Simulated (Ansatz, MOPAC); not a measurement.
Reaction (SMILES): CC(C)CCO + 4 C (CH4) → 4 CC (C2H6) [ethane] + OC (CH4O)

Wanted: bond separation energy (enthalpy at 298 K), in kcal/mol. Set-up: no spin-orbit coupling; non-relativistic; six Cartesian d functions in 6-31G* and its kin unless marked 5d; no dispersion term unless named. Ab initio and DFT rows: single points at B3LYP-D3(BJ) geometries (Ansatz, a quantum-chemistry and plane-wave program), with unscaled harmonic terms from B3LYP/6-31G* (Ansatz) at its own minima. Semi-empirical rows: MOPAC heats of formation at their own minima for 298 K.

```
species    coefficient  E at HF/6-31G* (Ansatz), Eh  E at wB97X-V/def2-TZVPD (Ansatz), Eh  H(298 K) - E, kcal/mol  heat of formation at PM3 (MOPAC), kcal/mol
---------  -----------  ---------------------------  ------------------------------------  ----------------------  ------------------------------------------
CC(C)CCO            -1                   -271.17720                            -273.00600                  109.78                                      -73.07
C (CH4)             -4                    -40.19509                             -40.51531                   30.76                                      -13.03
CC (C2H6)           +4                    -79.22860                             -79.82947                   49.98                                      -18.16
CO (CH4O)           +1                   -115.03467                            -115.73216                   34.95                                      -51.90
```

Measured values: Active Thermochemical Tables 1.112 (ions: stationary electron), as tabulated in the package chemicals; CRC Handbook, as tabulated in the package chemicals; they hold spin-orbit and core effects, anharmonicity and other conformers.  Value to compare with, the measured value: 15.1 kcal/mol. 1 Eh = 627.5095 kcal/mol.

Q: Work the quantity out at each level, and compare with the measured value.

A: 
- HF/6-31G*: the sum of coefficient times E is 0.00849 Eh, or 5.33 kcal/mol; the thermal terms add 2.05. Result: 7.4 kcal/mol. Its error against the measured value is -7.7 kcal/mol.
- wB97X-V/def2-TZVPD: the sum of coefficient times E is 0.01720 Eh, or 10.79 kcal/mol; the thermal terms add 2.05. Result: 12.8 kcal/mol. Its error against the measured value is -2.3 kcal/mol.
- PM3: the sum of coefficient times heat of formation is 0.65 kcal/mol; it needs no thermal term. Its error against the measured value is -14.5 kcal/mol.
